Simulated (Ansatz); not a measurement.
# BH2ClO (built from SMILES OBCl): one structure at several levels

How do the functionals fare away from a minimum? The structure is a displaced guess of a reacting structure.

Method: single points in def2-TZVPP; program: Ansatz 0.2.0, Gaussian basis.

Correlated methods freeze the cores.

**1. The system as given**

5 atoms, charge 0, spin multiplicity 1.

Atoms are counted from 1 here; the program's logs count them from 0.

Bond lengths: B1–O3 1.248 Å, B1–H4 1.255 Å, B1–Cl5 1.690 Å. Angles: O3–B1–H4 63.9°, O3–B1–Cl5 141.1°, H4–B1–Cl5 154.9°.

As a file:

```csv
atom,x (Å),y (Å),z (Å)
B1,-0.10320,0.11160,-0.26900
H2,0.58400,0.03040,1.02930
O3,-0.45220,-1.07690,-0.42140
H4,0.22500,-0.68180,0.64580
Cl5,-0.21910,1.62360,-1.01570
```

**2. CCSD(T)/def2-TZVPP**

The input, run/in.yaml:

```yaml
crystal:
  periodic: [false, false, false]
  atoms:
    - {symbol: B, position_ang: [-0.103200, 0.111600, -0.269000]}
    - {symbol: H, position_ang: [0.584000, 0.030400, 1.029300]}
    - {symbol: O, position_ang: [-0.452200, -1.076900, -0.421400]}
    - {symbol: H, position_ang: [0.225000, -0.681800, 0.645800]}
    - {symbol: Cl, position_ang: [-0.219100, 1.623600, -1.015700]}
basis:
  gaussian: {orbitals: def2-TZVPP}
correlation: {method: ccsd_t}
output: {forces: true}
```

No record of the launch command was kept for these runs.

**3. PBE0-D4/def2-TZVPP**

run/in.yaml: that of step 2 with these lines changed.

```diff
@@ -10,3 +10,3 @@
   gaussian: {orbitals: def2-TZVPP}
-correlation: {method: ccsd_t}
-output: {forces: true}
+hamiltonian: {xc: pbe0, dispersion: d4}
+output: {forces: true, orbitals: {seedname: orbitals}}
```

**4. wB97M-V/def2-TZVPP**

run/in.yaml: that of step 3 with these lines changed.

```diff
@@ -10,3 +10,3 @@
   gaussian: {orbitals: def2-TZVPP}
-hamiltonian: {xc: pbe0, dispersion: d4}
-output: {forces: true, orbitals: {seedname: orbitals}}
+hamiltonian: {xc: {name: wB97M-V}}
+output: {forces: true}
```

**5. r2SCAN-D4/def2-TZVPP**

run/in.yaml: that of step 4 with these lines changed.

```diff
@@ -10,3 +10,3 @@
   gaussian: {orbitals: def2-TZVPP}
-hamiltonian: {xc: {name: wB97M-V}}
+hamiltonian: {xc: r2scan, dispersion: d4}
 output: {forces: true}
```

**6. PBE-D4/def2-TZVPP**

run/in.yaml: that of step 5 with these lines changed.

```diff
@@ -10,3 +10,3 @@
   gaussian: {orbitals: def2-TZVPP}
-hamiltonian: {xc: r2scan, dispersion: d4}
+hamiltonian: {xc: pbe, dispersion: d4}
 output: {forces: true}
```

**7. CAM-B3LYP-D4/def2-TZVPP**

run/in.yaml: that of step 6 with these lines changed.

```diff
@@ -10,3 +10,3 @@
   gaussian: {orbitals: def2-TZVPP}
-hamiltonian: {xc: pbe, dispersion: d4}
+hamiltonian: {xc: {name: CAM-B3LYP}, dispersion: d4}
 output: {forces: true}
```

**8. BHLYP-D4/def2-TZVPP**

run/in.yaml: that of step 7 with these lines changed.

```diff
@@ -10,3 +10,3 @@
   gaussian: {orbitals: def2-TZVPP}
-hamiltonian: {xc: {name: CAM-B3LYP}, dispersion: d4}
+hamiltonian: {xc: {name: BHLYP}, dispersion: d4}
 output: {forces: true}
```

(Steps that only read results are left out.)

What does the calculation give? Wanted: energy less free atoms, CCSD(T)/def2-TZVPP; RMS force component; RMS force error; HOMO and LUMO, PBE0-D4; T1 diagnostic.

**Answer**, as computed:

| quantity | value |
| --- | --- |
| energy less free atoms, CCSD(T)/def2-TZVPP | -1546.2 kJ/mol |
| RMS force component | 0.733 to 1.180 eV/Å over the methods |
| RMS force error | PBE0-D4 0.233, wB97M-V 0.232, r2SCAN-D4 0.143, PBE-D4 0.180, CAM-B3LYP-D4 0.324, BHLYP-D4 0.544 eV/Å |
| HOMO and LUMO, PBE0-D4 | -8.61 and -0.21 eV |
| T1 diagnostic | 0.015 |

In words: Against CCSD(T) the functionals' energies less atoms differ by -129.5 to +30.9 kJ/mol, PBE-D4 by -129.5 kJ/mol. A larger basis would deepen the CCSD(T) value, while the functionals are nearly converged already, so the order here is not reliable. For forces r2SCAN-D4 does best and BHLYP-D4 worst. Frozen-core CCSD(T) forces in triple zeta carry basis errors of their own, and this is one geometry, so small gaps rank nothing.
